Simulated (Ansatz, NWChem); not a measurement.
Worked example: vertical ionisation energy of CH2ClF (chlorofluoromethane)

The species is CH2ClF (5 atoms), meant as a singlet with charge 0. SMILES: `FCCl`. The coordinates come from a PBE0-D4/def2-TZVP relaxation.

Both states at this one shape; open shells run unrestricted unless said. 1 Eh = 27.2114 eV.

| level | program | singlet CH2ClF (Eh) | doublet CH2ClF+ (Eh) | HOMO of the first (eV) |
| --- | --- | --- | --- | --- |
| HF/3-21G | NWChem | -594.988261 | -594.577568 | -12.45 |
| CAM-B3LYP/aug-cc-pVDZ | Ansatz | -599.333921 | -598.901855 | -10.33 |

Q: Work out the vertical ionisation energy at each level.

A: 
1. HF/3-21G: -594.577568 − (-594.988261) = 0.410693 Eh = 11.18 eV; −ε(HOMO) = 12.45 eV.
2. CAM-B3LYP/aug-cc-pVDZ: -598.901855 − (-599.333921) = 0.432066 Eh = 11.76 eV; −ε(HOMO) = 10.33 eV.

No measured value is set beside it here; the levels span 11.18 to 11.76 eV. In Hartree–Fock, −ε(HOMO) (Koopmans) exceeds the difference of totals by the orbital relaxation of the ion. Hartree–Fock favours the state with fewer electron pairs, since it lacks pair correlation.
